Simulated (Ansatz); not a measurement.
Input for Ansatz (development build ahead of 0.2.0):

```yaml
crystal:
  periodic: [false, false, false]
  atoms:
    - { symbol: C, position_ang: [0.0, 0.0, -0.93991] }
    - { symbol: S, position_ang: [0.0, 0.0, 0.53794] }
    - { symbol: H, position_ang: [0.0, -0.85534, -1.48375] }
    - { symbol: H, position_ang: [0.0, 0.85534, -1.48375] }
basis:
  gaussian: { orbitals: def2-TZVP }
hamiltonian:
  xc: hf
```

The input is written out in the form of the current development build from the run's settings.

Output:

```
Converged                       : yes
Total energy                    : -436.53166 hartree
Spin squared of the determinant : 0.000
```

Caution: no unrestricted run beside it, a lower state can exist.
